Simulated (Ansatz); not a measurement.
Species: C3H2N, charge 0, doublet. C3H2N (SMILES C=[C]C#N, doublet).
B3LYP-D3(BJ)/def2-TZVP minimum from Ansatz (a program for electronic structure):
```xyz
6

C     -0.1282    -1.7986    -0.0228
C      0.1404    -0.5266    -0.0139
C      0.0407     0.8046     0.0109
H     -1.1530    -2.1666     0.0132
H      0.6558    -2.5497    -0.0664
N      0.0257     1.9771     0.0297
```
Charge 0, spin multiplicity 2.

Total energies in cc-pVDZ, 19 correlated electrons, 4 frozen orbitals. UHF or UKS for unpaired electrons; spin-orbit terms are left out. Cores are frozen in correlated methods. No relativity. The UHF reference of C3H2N (C=[C]C#N, doublet) is spin-contaminated (<S^2> up to 0.63 over the pure value in the sets run).

| method | program | energy (Eh) | minus CCSDT(Q) (mEh) |
|---|---|---|---|
| HF | Ansatz | -169.14886 | 548.94 |
| MP2 | Ansatz | -169.60729 | 90.51 |
| CCSD | Ansatz | -169.66938 | 28.42 |
| CCSD(T) | Ansatz | -169.69226 | 5.54 |
| CCSDT(Q) | Ansatz | -169.69780 | 0.00 |

Rough core times of Ansatz's runs on a shared machine: CCSD(T) under 20 s, CCSDT(Q) 5 min.
